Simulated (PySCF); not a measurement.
Ligands exchanged one at a time, B Cl-Br. Isolated molecules, 0 K electronic values unless said otherwise. Strings in code marks are SMILES.

These are B3LYP-D3(BJ)/def2-TZVP // PBE0-D4/def2-TZVP (PySCF 2.14.0) values and carry that method's errors. All candidates: neutral, multiplicity 1. B3LYP has the VWN-RPA correlation part, as in Gaussian. Excitations are Tamm–Dancoff values on a coarser integration grid. The basis has no diffuse functions, so Rydberg states are missing or too high.

```json
{
 "LUMO": "-2.23 eV",
 "T1 excitation (TDA)": "4.44 eV",
 "S1 excitation (TDA)": "4.60 eV"
}
```

Question: Which member has these values?
A) `BrB(Br)Br`
B) `ClB(Cl)Cl`
C) `ClB(Br)Br`
D) `ClB(Cl)Br`

Answer: A, `BrB(Br)Br`. The others give `ClB(Br)Br`: -2.11 eV, 4.68 eV, 4.84 eV; `ClB(Cl)Cl`: -1.85 eV, 5.43 eV, 5.61 eV; `ClB(Cl)Br`: -1.98 eV, 4.98 eV, 5.14 eV
